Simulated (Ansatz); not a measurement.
Ansatz (a first-principles code) input file for Si(H)3(Me) cation (CH6Si), SMILES C[SiH3] (connectivity only; charge and spin as stated), charge +1, multiplicity 2, CAM-B3LYP/def2-TZVPD. Geometry optimised at B3LYP-D3(BJ)/def2-TZVP. The spin state was assumed, not searched. The isomer is the one that the SMILES or the coordinates give; other isomers of the formula were not compared.

Ansatz 0.2 input:
```yaml
crystal:
  periodic: [false, false, false]
  atoms:
    - {symbol: Si, position_ang: [-0.00000000, 0.00000000, 0.78269094]}
    - {symbol: C, position_ang: [0.00000000, -0.00000000, -1.49568289]}
    - {symbol: H, position_ang: [-1.26123762, 0.72817588, 0.97395056]}
    - {symbol: H, position_ang: [1.26123761, 0.72817588, 0.97395056]}
    - {symbol: H, position_ang: [0.00000000, -1.45635176, 0.97395057]}
    - {symbol: H, position_ang: [-0.93322285, -0.53879646, -1.63514252]}
    - {symbol: H, position_ang: [0.93322285, -0.53879646, -1.63514252]}
    - {symbol: H, position_ang: [-0.00000001, 1.07759293, -1.63514252]}
basis:
  gaussian:
    orbitals: def2-TZVPD
hamiltonian:
  xc: {name: CAM-B3LYP}
total_charge: 1
magnetization: {spin_polarized: true, initial_magnetization: 1}
```

Program output:

```
WARN ansatz: RAYON_NUM_THREADS=1 ignored (pool sized by the plan → 1); use --threads N
Functional definition: CAM-B3LYP
integrals: 0.05 GiB planned
764 factors; their error is unknown
integrals: 0.08 GiB planned
389 factors; integrals over basis functions are off by at most 5.6e-6 eV
mean field: 0.66 GiB planned
mean field evaluation 1: about -8986.4051 eV, gradient 4.9e1 eV
mean field evaluation 2: about -8979.5277 eV, gradient 5.7e1 eV
mean field evaluation 4: about -9002.0849 eV, gradient 2.1e0 eV
mean field evaluation 8: about -9002.1325 eV, gradient 7.7e-2 eV
mean field evaluation 16: about -9002.1177 eV, gradient 1.4e-4 eV
mean field evaluation 32: about -9002.1177 eV, gradient 5.5e-5 eV
mean field -9002.11769649 eV, -330.8217234916 hartree, gradient 5.5e-5 eV, S^2 0.753354; 2 other end points of the search recorded, 0 dependent functions left out
reference -9002.11781165 eV, -330.8217277237 hartree; 13, 12 occupied and 121, 122 virtual orbitals, 764 factors
Total energy: -9002.11781165 eV, -330.8217277237 hartree
```

The calculation finished and met its thresholds.

Cost: very roughly 9 core-seconds.
